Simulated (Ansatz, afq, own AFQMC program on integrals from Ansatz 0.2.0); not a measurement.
**BeS⁺, quartet in 6-31G, levels against full CI**

```csv
atom,x (Å),y (Å),z (Å)
S,0.0000,0.0000,0.0000
Be,0.0000,0.0000,1.8425
```

Basis 6-31G. Only valence electrons are correlated. AFQMC by an in-house program on the Cholesky factors that Ansatz 0.2.0 writes for its CCSD(T) run. ph-AFQMC/CISD is guided by a CISD state made of CCSD amplitudes; releasing the constraint for a short imaginary time cuts its bias at the price of noise, slowly where states lie close. Uncertainties: one standard error, sampling alone.

Determinant: UHF, the one that the program's search chose, which needn't be the lowest solution. The geometry is a PBE0/def2-TZVP stationary point of this or a neighbouring charge and spin state.

Full CI on the same integrals is exact in this basis and with this determinant's frozen core.

Cautions: another spin lies lower (by 1.65 eV).

The T1 diagnostic is 0.0130 and the weight of the determinant in the CISD state is 0.970. The ⟨S²⟩ of the determinant is 3.755. The size of the correlated space is 7 electrons in 16 orbitals.

Reference: full CI, correlation energy -0.952 eV. The released energy is read at 2.40 1/Eh (meV from the phaseless value at times in 1/Eh: -0.9 ± 0.9 at 0.24, -0.8 ± 0.7 at 0.51, -2.1 ± 0.9 at 0.99, -2.5 ± 0.9 at 1.62, -0.8 ± 0.8 at 2.40).

| level | E − E(reference) (kJ/mol) | share of correlation (%) |
| --- | --- | --- |
| HF | 91.9 | 0.00 |
| MP2 | 26.0 | 71.72 |
| CCSD | 2.3 | 97.50 |
| CCSD(T) | 0.5 | 99.42 |
| CCSDT | -0.1 | 100.08 |
| CCSDT(Q) | 0.0 | 100.03 |
| CCSDTQ | 0.0 | 100.01 |
| ph-AFQMC/CISD | 0.2 ± 0.08 | 99.77 |
| released AFQMC | 0.1 ± 0.08 | 99.85 |

CCSDT and higher add their correlation energy to the determinant of the CCSD(T) run, since their own runs factorise the integrals more tightly (a shift of under 2 meV). A walk keeps the symmetry of its determinant, which the program's search chose and which needn't be the lowest solution, so a lower state of the same spin and another symmetry isn't excluded. Released energies are given only where the last usable release times agree within the noise; a slower fall can still hide under it.
